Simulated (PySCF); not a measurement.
A run for PySCF: R-HF/3-21G on CH4 (SMILES C).

```python
from pyscf import gto, scf, dft, mp
from pyscf.data.elements import chemcore

mol = gto.M(
    atom='''
    C    -0.00000000    0.00000000   -2.85810471
    H     0.39304720   -0.94712229   -2.49369739
    H     0.62370837    0.81395000   -2.49369739
    H    -1.01675556    0.13317229   -2.49369739
    H     0.00000000   -0.00000000   -3.94634214
    ''',
    basis='3-21g',
    charge=0, spin=0, verbose=3, max_memory=1800)
mf = scf.RHF(mol)
mf.conv_tol = 1e-8
mf.max_cycle = 100
mf.kernel()
if not mf.converged:
    mf = mf.newton().run(mf.mo_coeff, mf.mo_occ)
```

The log:

```
converged SCF energy = -39.97679778781
```

The calculation finished and met its thresholds.

Cost: about 0.05 core-seconds (a rough figure).
